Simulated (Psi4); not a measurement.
# C3H3O− (SMILES [O-]C1=CC1) at 3 levels

We compute a comparison of 3 runs (B3LYP/aug-cc-pVDZ, BHLYP/aug-cc-pVDZ, CAM-B3LYP/aug-cc-pVDZ) of C3H3O−. 

Program for the calculation: Psi4 1.11.

### Step 1. The molecule

C3H3O−: 7 atoms, total charge -1, spin state singlet. SMILES: `[O-]C1=CC1`. The C4–H6 distance was set to 1.653 Å, away from the relaxed value. At this shape a bond of the SMILES string is far longer than usual.

Bond lengths: O1–C2 1.246 Å, C2–C3 1.318 Å, C2–C4 1.535 Å, C3–C4 1.497 Å, C3–H5 1.069 Å, C4–H7 1.103 Å. Angles: O1–C2–C3 155.7°, O1–C2–C4 141.6°, C3–C2–C4 62.8°, C2–C3–C4 65.7°, C2–C4–C3 51.5°, C2–C3–H5 153.6°, C4–C3–H5 140.7°, C2–C4–H7 121.0°, C3–C4–H7 120.7°. A long bond or contact: C4–H6 1.653 Å.

### Step 2. The energy at B3LYP/aug-cc-pVDZ (run 1)

The input, input.dat:

```
memory 1600 MB

molecule m {
  -1 1
  O     -1.618059    -1.671703     0.403951
  C     -0.628529    -1.066353    -0.051019
  C      0.611361    -0.944903    -0.482539
  C     -0.173649     0.329687    -0.498249
  H      1.581501    -1.322653    -0.727059
  H      0.134310     1.524010     0.602880
  H     -0.522839     0.763347    -1.450139
  symmetry c1
  no_reorient
  no_com
}

set {
  puream true
  e_convergence 1e-09
  d_convergence 1e-08
  scf_type pk
  dft_radial_points 99
  dft_spherical_points 590
}

energy("b3lyp/aug-cc-pVDZ")
```

Run with:

```bash
$ psi4 -n 1 input.dat output.dat
```

output.dat:

```text
[...]
  Running in c1 symmetry.
[...]
  Nuclear repulsion =   99.555035149856693
[...]
  Multiplicity = 1
[...]
  Nalpha       = 15
  Nbeta        = 15
[...]
    Number of basis functions: 119
[...]
   @RKS iter   1:  -190.62356017747896   -1.73231e-02   8.52826e-03 ADIIS/DIIS
[...]
   @RKS iter  13:  -191.25544144783740   -3.06386e-11   9.35080e-09 DIIS
[...]
    Orbital Energies [Eh]
    ---------------------
    Doubly Occupied:
       1A    -18.911938     2A    -10.059114     3A    -10.035251
       4A     -9.990149     5A     -0.804846     6A     -0.659364
       7A     -0.388661     8A     -0.344385     9A     -0.252376
      10A     -0.223877    11A     -0.192292    12A     -0.132782
      13A     -0.119024    14A     -0.027542    15A     -0.014028
[...]
  @RKS Final Energy:  -191.25544144783740
   => Energetics <=
    Nuclear Repulsion Energy =             99.5550351498566926
    One-Electron Energy =                -462.1549621886497334
    Two-Electron Energy =                 192.4238194546348666
    DFT Exchange-Correlation Energy =     -21.0793338636792100
    Empirical Dispersion Energy =           0.0000000000000000
    VV10 Nonlocal Energy =                  0.0000000000000000
    Total Energy =                       -191.2554414478373985
[...]
 Multipole Moments:
 ------------------------------------------------------------------------------------
     Multipole            Electronic (a.u.)      Nuclear  (a.u.)        Total (a.u.)
 ------------------------------------------------------------------------------------
 L = 1.  Multiply by 2.5417464519 to convert [e a0] to [Debye]
 Dipole X            :         25.8186706          -24.3706678            1.4480028
 Dipole Y            :         43.5986687          -42.5156895            1.0829792
 Dipole Z            :          8.0567935           -8.5671717           -0.5103782
 Magnitude           :                                                    1.8788406
[...]
```

Wall time 22 s (1 thread of Intel Xeon 6975P-C (Granite Rapids), shared host); peak memory 0.73 GiB.

### Step 3. The energy at BHLYP/aug-cc-pVDZ (run 2)

The input, c3h3o.py:

```python
import psi4

psi4.set_memory('1600 MB')
psi4.set_num_threads(1)
psi4.core.set_output_file('c3h3o.out', False)

molecule = psi4.geometry("""
-1 1
O     -1.618059    -1.671703     0.403951
C     -0.628529    -1.066353    -0.051019
C      0.611361    -0.944903    -0.482539
C     -0.173649     0.329687    -0.498249
H      1.581501    -1.322653    -0.727059
H      0.134310     1.524010     0.602880
H     -0.522839     0.763347    -1.450139
symmetry c1
no_reorient
no_com
""")

psi4.set_options({
    'basis': 'aug-cc-pVDZ',
    'reference': 'rks',
    'puream': True,
    'e_convergence': 1e-09,
    'd_convergence': 1e-08,
    'scf_type': 'pk',
    'dft_radial_points': 99,
    'dft_spherical_points': 590,
})

e_tot, wfn = psi4.energy('BHHLYP', molecule=molecule, return_wfn=True)
psi4.oeprop(wfn, 'MAYER_INDICES', 'QUADRUPOLE', 'DIPOLE', title='BHHLYP')
print(f'BHHLYP energy: {e_tot:.10f} Eh')
```

Run with:

```bash
$ python c3h3o.py
```

c3h3o.out:

```text
[...]
  Running in c1 symmetry.
[...]
  Nuclear repulsion =   99.555035149856693
[...]
  Multiplicity = 1
[...]
  Nalpha       = 15
  Nbeta        = 15
[...]
    Number of basis functions: 119
[...]
   @RKS iter   1:  -190.71800379925830   -3.67212e-01   6.89581e-03 DIIS/ADIIS
[...]
   @RKS iter  13:  -191.12471427514282   -6.09930e-11   9.66961e-09 DIIS
[...]
    Orbital Energies [Eh]
    ---------------------
    Doubly Occupied:
       1A    -19.452825     2A    -10.472418     3A    -10.447379
       4A    -10.394943     5A     -0.934949     6A     -0.772256
       7A     -0.475386     8A     -0.422576     9A     -0.328435
      10A     -0.290023    11A     -0.257764    12A     -0.191646
      13A     -0.172572    14A     -0.083154    15A     -0.052615
[...]
  @RKS Final Energy:  -191.12471427514282
   => Energetics <=
    Nuclear Repulsion Energy =             99.5550351498566926
    One-Electron Energy =                -462.1452414828941073
    Two-Electron Energy =                 184.9617176168496826
    DFT Exchange-Correlation Energy =     -13.4962255589550733
    Empirical Dispersion Energy =           0.0000000000000000
    VV10 Nonlocal Energy =                  0.0000000000000000
    Total Energy =                       -191.1247142751428214
[...]
 Multipole Moments:
 ------------------------------------------------------------------------------------
     Multipole            Electronic (a.u.)      Nuclear  (a.u.)        Total (a.u.)
 ------------------------------------------------------------------------------------
 L = 1.  Multiply by 2.5417464519 to convert [e a0] to [Debye]
 Dipole X            :         25.8933100          -24.3706678            1.5226422
 Dipole Y            :         43.6818543          -42.5156895            1.1661648
 Dipole Z            :          8.0234391           -8.5671717           -0.5437326
 Magnitude           :                                                    1.9934956
 L = 2.  Multiply by 1.3450342976 to convert [e a0^2] to [Debye ang]
 Quadrupole XX       :       -128.8654862          101.8869589          -26.9785273
 Quadrupole XY       :        -75.9559530           69.8677426           -6.0882104
[...]
```

Standard output:

```text
BHHLYP energy: -191.1247142751 Eh
```

Run time: 22 s. Hardware: 1 thread of Intel Xeon 6975P-C (Granite Rapids), shared host; peak memory 0.73 GiB.

### Step 4. Energy and forces at CAM-B3LYP/aug-cc-pVDZ (run 3)

The input, job.json:

```json
{
 "schema_name": "qcschema_input",
 "schema_version": 1,
 "molecule": {
  "schema_name": "qcschema_molecule",
  "schema_version": 2,
  "symbols": ["O", "C", "C", "C", "H", "H", "H"],
  "geometry": [-3.05768836, -3.15906083, 0.76335676, -1.18774767, -2.01511512, -0.09641194, 1.15530485, -1.78560788, -0.91186655, -0.32814905, 0.62301814, -0.94155415, 2.98860376, -2.49945193, -1.37394239, 0.25380912, 2.87996151, 1.13927809, -0.98802252, 1.44251677, -2.74036555],
  "molecular_charge": -1,
  "molecular_multiplicity": 1,
  "fix_symmetry": "c1",
  "fix_com": true,
  "fix_orientation": true
 },
 "driver": "gradient",
 "model": {
  "method": "cam-b3lyp",
  "basis": "aug-cc-pVDZ"
 },
 "keywords": {
  "reference": "rks",
  "puream": true,
  "e_convergence": 1e-09,
  "d_convergence": 1e-08,
  "scf_type": "pk",
  "dft_radial_points": 99,
  "dft_spherical_points": 590,
  "scf_properties": ["DIPOLE", "MULLIKEN_CHARGES", "LOWDIN_CHARGES"]
 }
}
```

Run with:

```bash
$ psi4 --qcschema job.json -n 1 --memory 1600MB
```

stdout:

```text
[...]
  Running in c1 symmetry.
[...]
  Nuclear repulsion =   99.555035243516514
[...]
  Multiplicity = 1
[...]
  Nalpha       = 15
  Nbeta        = 15
[...]
    Number of basis functions: 119
[...]
   @RKS iter   1:  -190.70745405896395   -3.27202e-01   7.32043e-03 DIIS/ADIIS
[...]
   @RKS iter  14:  -191.15511449984936   -1.43814e-11   8.73242e-09 DIIS
[...]
    Orbital Energies [Eh]
    ---------------------
    Doubly Occupied:
       1A    -18.980175     2A    -10.133802     3A    -10.109914
       4A    -10.059908     5A     -0.881692     6A     -0.737982
       7A     -0.462351     8A     -0.413706     9A     -0.318616
      10A     -0.291501    11A     -0.259035    12A     -0.194710
      13A     -0.179451    14A     -0.084852    15A     -0.063694
[...]
  @RKS Final Energy:  -191.15511449984936
   => Energetics <=
    Nuclear Repulsion Energy =             99.5550352435165138
    One-Electron Energy =                -462.1588828667954090
    Two-Electron Energy =                 190.3469839378350628
    DFT Exchange-Correlation Energy =     -18.8982508144055252
    Empirical Dispersion Energy =           0.0000000000000000
    VV10 Nonlocal Energy =                  0.0000000000000000
    Total Energy =                       -191.1551144998493612
[...]
 Multipole Moments:
 ------------------------------------------------------------------------------------
     Multipole            Electronic (a.u.)      Nuclear  (a.u.)        Total (a.u.)
 ------------------------------------------------------------------------------------
 L = 1.  Multiply by 2.5417464519 to convert [e a0] to [Debye]
 Dipole X            :         25.8732475          -24.3706677            1.5025797
 Dipole Y            :         43.6873365          -42.5156894            1.1716471
 Dipole Z            :          8.0493967           -8.5671716           -0.5177749
 Magnitude           :                                                    1.9744857
[...]
  -Total Gradient:
     Atom            X                  Y                   Z
    ------   -----------------  -----------------  -----------------
       1       -0.001662483071     0.002771448177     0.000797892174
       2        0.027845194008    -0.010564244111    -0.013424334837
       3       -0.011456336861    -0.024650454413     0.005320098212
       4       -0.015666058922    -0.008393907823    -0.031639888185
       5       -0.010277998775     0.006955323283     0.002683473864
       6        0.013636151260     0.044807598119     0.044535271556
       7       -0.002419653598    -0.010925114676    -0.008270514851
[...]
```

The result, in JSON:

```text
{
 "driver": "gradient",
 "model": {
  "method": "cam-b3lyp",
  "basis": "aug-cc-pVDZ"
 },
 "success": true,
 "return_result": [-0.0016624830709651706, 0.002771448176618757, 0.0007978921741357281, 0.027845194008499857, -0.010564244110876905, -0.013424334836742727, -0.011456336861037836, -0.024650454412581443, 0.0053200982122261625, -0.01566605892236469, -0.008393907822701219, -0.03163988818464091, -0.010277998774530672, 0.006955323282676479, 0.0026834738644624656, 0.01363615126003128, 0.04480759811865346, 0.04453527155568073, -0.002419653598168557, -0.010925114676365616, -0.008270514851249494],
 "properties": {
  "calcinfo_nbasis": 119,
  "calcinfo_nmo": 119,
  "calcinfo_nalpha": 15,
  "calcinfo_nbeta": 15,
  "calcinfo_natom": 7,
  "nuclear_repulsion_energy": 99.55503524351651,
  "return_energy": -191.15511449984936,
  "return_gradient": [-0.0016624830709651706, 0.002771448176618757, 0.0007978921741357281, 0.027845194008499857, -0.010564244110876905, -0.013424334836742727, -0.011456336861037836, -0.024650454412581443, 0.0053200982122261625, -0.01566605892236469, -0.008393907822701219, -0.03163988818464091, -0.010277998774530672, 0.006955323282676479, 0.0026834738644624656, 0.01363615126003128, 0.04480759811865346, 0.04453527155568073, -0.002419653598168557, -0.010925114676365616, -0.008270514851249494],
  "scf_one_electron_energy": -462.1588828667954,
  "scf_two_electron_energy": 190.34698393783506,
  "scf_xc_energy": -18.898250814405525,
  "scf_dipole_moment": [1.502579738266462, 1.1716470799969727, -0.517774936305722],
  "scf_total_energy": -191.15511449984936,
  "scf_total_gradient": [-0.0016624830709651706, 0.002771448176618757, 0.0007978921741357281, 0.027845194008499857, -0.010564244110876905, -0.013424334836742727, -0.011456336861037836, -0.024650454412581443, 0.0053200982122261625, -0.01566605892236469, -0.008393907822701219, -0.03163988818464091, -0.010277998774530672, 0.006955323282676479, 0.0026834738644624656, 0.01363615126003128, 0.04480759811865346, 0.04453527155568073, -0.002419653598168557, -0.010925114676365616, -0.008270514851249494],
  "scf_iterations": 14
 }
}
```

Wall time 42 s (1 thread of Intel Xeon 6975P-C (Granite Rapids), shared host); peak memory 0.92 GiB.

### Step 5. All runs side by side

| run | level | task | energy (Eh) | HOMO energy (eV) | LUMO energy (eV) | HOMO–LUMO gap (eV) | wall time |
| --- | --- | --- | --- | --- | --- | --- | --- |
| 1 | B3LYP/aug-cc-pVDZ | energy | -191.255441 | -0.38 | 3.01 | 3.39 | 22 s |
| 2 | BHLYP/aug-cc-pVDZ | energy | -191.124714 | -1.43 | 3.35 | 4.78 | 22 s |
| 3 | CAM-B3LYP/aug-cc-pVDZ | gradient | -191.155114 | -1.73 | 3.44 | 5.17 | 42 s |

### Step 6. Results

```
                                                    quantity          value
                                         run 3: total energy  -191.15511 Eh
                                          run 3: HOMO energy       -1.73 eV
                                          run 3: LUMO energy        3.44 eV
run 3: HOMO–LUMO gap (to an unbound level, set by the basis)        5.17 eV
                             run 3: largest force on an atom     3.323 eV/Å
```

What this shows: The HOMO–LUMO gap runs from 3.39 eV (B3LYP/aug-cc-pVDZ) to 5.17 eV (CAM-B3LYP/aug-cc-pVDZ). The empty levels of an anion lie above zero and hang on the basis. Totals of different functionals can't be ranked against each other. All runs together took 86 s, the longest 42 s.
